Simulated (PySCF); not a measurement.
Zinc-blende AlN (metastable phase): MP2 at its full settings () and at cheaper ones, in a cell of 2 atoms.

```csv
level and setting,lattice parameter a (Å),bulk modulus B0 (GPa)
MP2 (PySCF),4.388,205
MP2/6-31G* (PySCF),4.385,207
MP2/6-31G* (Γ point alone) (PySCF),4.420,204
MP2/6-31G* (2×2×2 k mesh) (PySCF),4.410,205
MP2/GTH-SZV (PySCF),4.484,165
MP2/GTH-SZV (2×2×2 k mesh) (PySCF),4.532,159
MP2/STO-3G (PySCF),4.287,305
MP2/STO-3G (Γ point alone) (PySCF),4.390,179
MP2/STO-3G (2×2×2 k mesh) (PySCF),4.305,300
```

Largest shifts from the full settings: lattice constant a +3.28 % (MP2/GTH-SZV (2×2×2 k mesh)); bulk modulus +49 % (MP2/STO-3G).

The full settings aren't shown to be converged themselves.

Run with cheap settings on purpose, which may leave them unconverged: MP2/6-31G*, MP2/6-31G* (2×2×2 k mesh), MP2/6-31G* (Γ point alone), MP2/GTH-SZV, MP2/GTH-SZV (2×2×2 k mesh), MP2/STO-3G, MP2/STO-3G (2×2×2 k mesh), MP2/STO-3G (Γ point alone).
